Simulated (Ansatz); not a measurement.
```xyz
3

O    -0.0071    0.0278    0.1315
H     0.0112    0.7539   -0.4858
H     0.0115   -0.7429   -0.4987
```

RHF on singlet H2O was run in several spherical basis sets with Ansatz (development build ahead of 0.2.0).

(1) Rank the basis sets by the total energy that they give, lowest first, with the distance from the lowest.
A. aug-cc-pVTZ
B. aug-cc-pVDZ
C. d-aug-cc-pVDZ

Results:

(1) A (0.00 eV), C (0.51 eV), B (0.52 eV).

Totals follow the description of the cores as much as that of the bonds, so this order isn't one of quality for chemistry.
